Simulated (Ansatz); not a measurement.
**Thallium, hcp under LDA: ground state and equation of state**

The plan for thallium in the hcp structure: relax it, solve it on a dense k-mesh, switch on spin-orbit coupling, then scale the cell to 7 volumes from 88 to 112 % of the relaxed one and try a fit of the equation of state. The k-meshes are 11×11×6 for the relaxation; 17×17×10 for the dense run; 11×11×6 for spin-orbit coupling; 17×17×10 for the volumes. It starts from a measured cell (COD).

Method: DFT LDA (PW92), plane waves (420 eV) with PAW, scalar-relativistic; PAW files made under PBE, frozen cores solved again for the functional, in Ansatz 0.2.0.

### Step 1. The system as given

It takes space group P6_3/mmc (No. 194, hexagonal). Conventional cell: a = 3.438 Å, b = 3.438 Å, c = 5.478 Å, α = 90.00°, β = 90.00°, γ = 120.00°. Tl (site symmetry -6m2) has 12 Tl at 3.38 to 3.44 Å as nearest neighbours.

As a file:

```cif
data_structure
_symmetry_space_group_name_H-M 'P 1'
_symmetry_Int_Tables_number 1
_cell_length_a 3.4380
_cell_length_b 3.4380
_cell_length_c 5.4780
_cell_angle_alpha 90.000
_cell_angle_beta 90.000
_cell_angle_gamma 120.000
_cell_volume 56.07
loop_
_atom_site_label
_atom_site_type_symbol
_atom_site_fract_x
_atom_site_fract_y
_atom_site_fract_z
_atom_site_occupancy
Tl1 Tl 0.33333 0.66667 0.25000 1
Tl2 Tl 0.66667 0.33333 0.75000 1
```

### Step 2. Relaxation of the cell

Contents of input.yaml:

```yaml
crystal:
  lattice:
    - [3.4380020186, 0.0, 0.0]
    - [-1.7190010093, 2.9773970864, 0.0]
    - [0.0, 0.0, 5.478]
  atoms:
    - { symbol: Tl, position: [0.3333333333, 0.6666666667, 0.25] }
    - { symbol: Tl, position: [0.6666666667, 0.3333333333, 0.75] }
hamiltonian:
  xc: lda
  pseudopotentials:
    kind: paw
    azcp:
      Tl: "pseudopotentials/Tl.paw.azcp"
basis:
  ecutwfc: 420
  fft_grid_basis: typed
kpoints:
  mp_grid: { grid: [11, 11, 6], shift: [0, 0, 0] }
magnetization:
  spin_polarized: false
scf:
  occupations: { method: fermi_dirac, width: 0.1 }
relax:
  max_steps: 60
  f_tol: 0.01
  cell: {}
```

After this run come: Dense single point; With spin-orbit coupling; At 88 % of the relaxed volume; At 92 % of the relaxed volume; At 96 % of the relaxed volume; At 100 % of the relaxed volume; At 104 % of the relaxed volume; At 108 % of the relaxed volume; At 112 % of the relaxed volume.

Q: Predict the outcome of this session. Wanted: space group; conventional cell; volume; shortest distance; gap on the mesh; V₀, B₀, B₀′.

The runs gave:

| quantity | value |
| --- | --- |
| space group (spins left aside) | P6_3/mmc (No. 194) |
| conventional cell | a = 3.401 Å, c = 5.443 Å (c/a = 1.600) |
| volume | 27.268 Å³/atom |
| shortest distance | 3.356 Å |
| against the measured volume | -2.7 % (28.037 Å³/atom) |
| gap on the mesh | none (levels filled in part) |
| V₀, B₀, B₀′ | 27.258 Å³/atom, 43 GPa, 5.4 |

**Reading.** The relaxed volume lies 2.7 % below the measured cell. LDA binds too strongly as a rule, and cells come out small. The measured cell holds zero-point motion and, unless taken cold, thermal expansion, which account for some of this. No gap shows: it is a metal or semimetal at this level. The total energy of the spin-orbit run lies -34.2 eV/atom from the scalar one, but the two kinds of run don't share a zero of energy: only differences within one kind count. B₀ comes out at 43 GPa; letting shape and positions relax at each volume could only lower it.
